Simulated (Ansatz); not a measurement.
## CH2, singlet: CASSCF and its corrections

Program: Ansatz, Gaussian basis, development build. Basis cc-pVDZ, nonrelativistic, 1 orbital frozen in the corrections. State-specific CASSCF; RHF is the lowest restricted (open-shell) Hartree–Fock solution met. Solutions may break the symmetry of the shape. No proof that the lowest CASSCF solution was found.

Geometry:

```xyz
3

C     0.0000    0.0000   -0.1940
H     0.0000    0.9308    0.5820
H     0.0000   -0.9308    0.5820
```

Task: What do CASSCF and its corrections give against RHF in CAS(6,6), and what are the occupations?

Result: CASSCF -1.817 eV, SC-NEVPT2 -3.461 eV; occupations 1.98, 1.97, 1.91, 0.08, 0.03, 0.03.
